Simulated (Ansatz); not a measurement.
**NH4+ (singlet): PBE, r2SCAN, PBE0, B3LYP, wB97M-V, B2PLYP, RPA-PBE over vertical gaps between states, cc-pVDZ**

Aim: run NH4+ (singlet) with these functionals over vertical gaps between states, and hold them against the top wave-function level at the same points.

Program: Ansatz 0.2.0, Gaussian basis. Level of theory: cc-pVDZ, all electrons in the functionals, frozen cores in the correlation of double hybrids and RPA. These are calculated values, not measurements.

Plan: PBE, r2SCAN, PBE0, B3LYP, wB97M-V, B2PLYP, RPA-PBE, at charge 1, singlet; charge 1, triplet.

2 further runs of the same task are left out: 2 set aside as unsound or not needed.

## Step 1: The system

The geometry is a PBE0/def2-TZVP stationary point (not a proven minimum).

5 atoms, charge 1, spin multiplicity 1.

Atoms are counted from 1 here; the program's logs count them from 0.

Bond lengths: N1–H2 1.024 Å, N1–H3 1.024 Å, N1–H4 1.024 Å, N1–H5 1.024 Å. Angles: H2–N1–H3 109.5°, H2–N1–H4 109.5°, H2–N1–H5 109.5°, H3–N1–H4 109.5°, H3–N1–H5 109.5°, H4–N1–H5 109.5°.

No dispersion term is added; wB97M-V holds VV10 nonlocal correlation. B3LYP takes the VWN-RPA correlation.

The geometry shown and the zero of energy belong to the point charge 1, singlet. The yardstick, FCI, and other wave-function levels (R restricted, U unrestricted, valence and pair active spaces) come from earlier runs.

## Step 2: PBE, charge 1, singlet

File in.yaml:

```yaml
crystal:
  periodic: [false, false, false]
  atoms:
    - {symbol: N, position_ang: [0.000000, 0.000000, 0.000000]}
    - {symbol: H, position_ang: [0.590343, 0.592302, 0.590214]}
    - {symbol: H, position_ang: [-0.592921, -0.588246, 0.591684]}
    - {symbol: H, position_ang: [-0.588983, 0.589598, -0.594267]}
    - {symbol: H, position_ang: [0.591561, -0.593654, -0.587631]}
basis:
  gaussian: {orbitals: cc-pVDZ}
total_charge: 1
hamiltonian: {xc: {name: PBE}}
output: {orbitals: {seedname: orbitals}}
```

Command:

```
$ ansatz run in.yaml --threads 1 --pin off --events-out ev --progress --plain --max-ram 3956MiB --backend cpu
```

The runs that follow: PBE, charge 1, triplet; r2SCAN, charge 1, singlet; r2SCAN, charge 1, triplet; PBE0, charge 1, singlet; PBE0, charge 1, triplet; B3LYP, charge 1, singlet; B3LYP, charge 1, triplet; wB97M-V, charge 1, singlet; wB97M-V, charge 1, triplet; B2PLYP, charge 1, singlet; B2PLYP, charge 1, triplet; RPA-PBE, charge 1, singlet; RPA-PBE, charge 1, triplet.

Before running them: what should the planned runs give, taken together? Wanted: singlet to triplet, FCI; largest miss, PBE; largest miss, r2SCAN; largest miss, PBE0; largest miss, B3LYP; largest miss, wB97M-V; largest miss, B2PLYP; largest miss, RPA-PBE; largest miss, RCCSD(T).

**Answer**, as computed:

| quantity | value |
| --- | --- |
| singlet to triplet, FCI | 1418.0 kJ/mol |
| largest miss, PBE | -35.4 kJ/mol (singlet to triplet) |
| largest miss, r2SCAN | -19.6 kJ/mol (singlet to triplet) |
| largest miss, PBE0 | -17.5 kJ/mol (singlet to triplet) |
| largest miss, B3LYP | -24.4 kJ/mol (singlet to triplet) |
| largest miss, wB97M-V | -2.4 kJ/mol (singlet to triplet) |
| largest miss, B2PLYP | -8.0 kJ/mol (singlet to triplet) |
| largest miss, RPA-PBE | -26.5 kJ/mol (singlet to triplet) |
| largest miss, RCCSD(T) | +3.1 kJ/mol (singlet to triplet) |
| largest miss, UCCSD(T) | +3.1 kJ/mol (singlet to triplet) |

In words: Of the functionals, wB97M-V keep the smallest largest miss at the points compared (at most 2.4 kJ/mol) and PBE strays most (35.4 kJ/mol, at singlet to triplet). Functionals and the yardstick converge differently with the basis, so part of each miss in cc-pVDZ is the basis.
